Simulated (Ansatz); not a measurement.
Compare A (`C=COC`) with its isomer B (`CC1CO1`).

Isolated molecules relaxed with PBE0-D4/def2-TZVP in Ansatz; ΔE leaves out vibrations. CCSD(T)/CBS adds triple-zeta CCSD(T) − MP2 to the extrapolated MP2 energy (def2 sets, frozen cores). Functionals use def2-TZVPP. B3LYP here is the variant with VWN-RPA as its local correlation; programs differ in this. Each species was taken in one conformer, which may not be the lowest.

(1) Which is lower in electronic energy at CCSD(T)/CBS, and by how much? (Best estimate.)

(2) Give E(B) − E(A) in kJ/mol with CCSD(T)/def2-TZVPP, B2PLYP, B3LYP, B3LYP-D4, MP2/def2-TZVPP, r2SCAN-D4, HF/def2-TZVPP. (Estimate.)

(3) Does the order hold for the free energy at 298.15 K (harmonic terms from PBE0-D4)? (Best estimate.)

Largest T1 diagnostic: 0.012.

## Answers

(1) Ansatz gave: A, by 13.5 kJ/mol.

(2) Ansatz gave: CCSD(T)/def2-TZVPP 12.9, B2PLYP 18.1, B3LYP 22.8, B3LYP-D4 23.9, MP2/def2-TZVPP 4.4, r2SCAN-D4 10.0, HF/def2-TZVPP 25.8. None reverses the order clearly.

(3) The calculation gave: Yes: G(B) − G(A) = +15.0 kJ/mol, for one conformer each.

From r2SCAN to r2SCAN0 (25 % exact exchange), in def2-TZVPP and without D4, E(B) − E(A) moves by −3.9 kJ/mol. Leaving LDA and LC-ωPBE aside and taking each functional with its dispersion term where it has one, the values, not all of them listed here, spread over 28.3 kJ/mol, from PBE-QIDH to BLYP-D4.
